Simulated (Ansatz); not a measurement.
# SiH₃ (doublet): from Hartree-Fock to the top rungs, 6-31G

How much of the correlation energy of SiH₃ (doublet) does each wave-function method recover here?

The runs use Ansatz 0.2.0, Gaussian basis; 6-31G, core rule «outside noble gas», up to 5 orbitals frozen.

Plan: UHF; CCSD(T) on ROHF; CCSD(T) on UHF; BCCD(T) on ROHF; CISD; CCSDT(Q) on ROHF; CCSDT(Q) on UHF; CISDTQ; CCSDTQ on ROHF; CCSDTQ on UHF; CASSCF and MRCISD+Q, 7 electrons in 7 orbitals; CASSCF and NEVPT2, 7 electrons in 7 orbitals; Full CI.

13 further runs of the same task are left out: 13 set aside as unsound or not needed.

**1. What is computed**

The geometry is an MP2(full)/6-31G* stationary point (not a proven minimum).

4 atoms, charge 0, spin multiplicity 2.

Atoms are counted from 1 here; the program's logs count them from 0.

Bond lengths: Si1–H2 1.483 Å, Si1–H3 1.483 Å, Si1–H4 1.483 Å. Angles: H2–Si1–H3 111.2°, H2–Si1–H4 111.2°, H3–Si1–H4 111.2°.

**2. UHF**

Input file in.yaml:

```yaml
crystal:
  periodic: [false, false, false]
  atoms:
    - {symbol: Si, position_ang: [0.000000, 0.000000, 0.043678]}
    - {symbol: H, position_ang: [0.000000, 1.413280, -0.405682]}
    - {symbol: H, position_ang: [1.223937, -0.706640, -0.405682]}
    - {symbol: H, position_ang: [-1.223937, -0.706640, -0.405682]}
basis:
  gaussian: {orbitals: 6-31G}
magnetization: {spin_polarized: true, initial_magnetization: 1}
hamiltonian: {xc: hf}
output: {orbitals: {seedname: orbitals}}
```

Run with:

```sh
> ansatz run in.yaml --threads 1 --pin off --events-out ev --progress --plain --max-ram 4160MiB --backend cpu
```

After this run come: CCSD(T) on ROHF; CCSD(T) on UHF; BCCD(T) on ROHF; CISD; CCSDT(Q) on ROHF; CCSDT(Q) on UHF; CISDTQ; CCSDTQ on ROHF; CCSDTQ on UHF; CASSCF and MRCISD+Q, 7 electrons in 7 orbitals; CASSCF and NEVPT2, 7 electrons in 7 orbitals; Full CI.

**Question.** What will the summary of the whole plan be? Wanted: FCI below the RHF energy; RMP2 from FCI; UMP2 from FCI; RCCSD from FCI; RCCSD(T) from FCI; UCCSD(T) from FCI; RCCSDT(Q) from FCI; UCCSDT(Q) from FCI; NEVPT2 valence from FCI.

The runs gave:

```
                         quantity                                                                                                                                        value
         FCI below the RHF energy                                                                                                                                   -1.9097 eV
                    RMP2 from FCI                                                                                                                              +13.20 kcal/mol
                    UMP2 from FCI                                                                                                                              +13.01 kcal/mol
                   RCCSD from FCI                                                                                                                               +0.66 kcal/mol
                RCCSD(T) from FCI                                                                                                                               +0.21 kcal/mol
                UCCSD(T) from FCI                                                                                                                               +0.21 kcal/mol
               RCCSDT(Q) from FCI                                                                                                                               +0.01 kcal/mol
               UCCSDT(Q) from FCI                                                                                                                                0.00 kcal/mol
          NEVPT2 valence from FCI                                                                                                                               +3.87 kcal/mol
        MRCISD+Q valence from FCI                                                                                                                               +0.20 kcal/mol
levels within 1 kcal/mol (43 meV)  RCCSD, UCCSD, RCCSD(T), UCCSD(T), BCCD(T), RCCSDT, UCCSDT, CISDTQ, RCCSDT(Q), UCCSDT(Q), RCCSDTQ, UCCSDTQ, MRCISD valence, MRCISD+Q valence
                    T1 diagnostic                                                                                                                                        0.013
   effectively unpaired electrons                                                                                                                                         1.02
```

In words: RCCSD(T) lands +0.21 kcal/mol from the yardstick (0.5 % of the correlation energy). One determinant dominates. Of the multireference levels listed MRCISD+Q valence comes nearest in total energy (+0.20 kcal/mol), which doesn't show that its space is the better one. These misses are within one basis, not against nature; the frozen cores of restricted and unrestricted runs differ, which can shift their rows.
